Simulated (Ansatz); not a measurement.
# Property card for Ba₂IrO₄

Theory: Ansatz, DFT PBEsol, scalar-relativistic, plane waves, PAW.

Settings: cutoff 420 eV, Γ-centred mesh 12×12×12 on the computed 7-atom cell, Gaussian smearing of 0.10 eV; no spin polarisation.

The structure is relaxed at this level of theory with its symmetry kept. Whether it is the stable form of this composition wasn't checked.

```cif
data_structure
_symmetry_space_group_name_H-M 'I4/mmm'
_symmetry_Int_Tables_number 139
_cell_length_a 3.9838
_cell_length_b 3.9838
_cell_length_c 13.1898
_cell_angle_alpha 90.000
_cell_angle_beta 90.000
_cell_angle_gamma 90.000
_cell_volume 209.33
loop_
_atom_site_label
_atom_site_type_symbol
_atom_site_symmetry_multiplicity
_atom_site_Wyckoff_symbol
_atom_site_fract_x
_atom_site_fract_y
_atom_site_fract_z
_atom_site_occupancy
Ba1 Ba 4 e 0.00000 0.00000 0.35467 1
Ir1 Ir 2 a 0.00000 0.00000 0.00000 1
O1 O 4 c 0.00000 0.50000 0.00000 1
O2 O 4 e 0.00000 0.00000 0.15529 1
```

```json
{"Space group": "I4/mmm (No. 139)", "Volume per atom": "100.9 bohr³", "Formation energy from the elements' standard states (uncorrected)": "-1.999 eV/atom", "Kohn–Sham band gap": "none (metal)", "Density of states at the Fermi level": "3.50 states/eV per cell", "Löwdin character within 0.5 eV of the Fermi level": "Ir 5d 54 %, O 2p 39 %", "Bader charges (e)": "Ba (2 in the cell) 1.49, Ir (1 in the cell) 1.62, O (2 in the cell) -1.08, O (2 in the cell) -1.21"}
```

Spin-orbit coupling is left out, which matters for the bands of heavy elements. Spin polarisation was left out, and a magnetic state may lie lower.

A ferromagnetic start lost its moments in a first run, so spin was left out; other magnetic orders weren't tried.

Cost: 1 run of about 4.4 core-minutes, on AMD EPYC 7R43 (Zen 3) (shared hosts).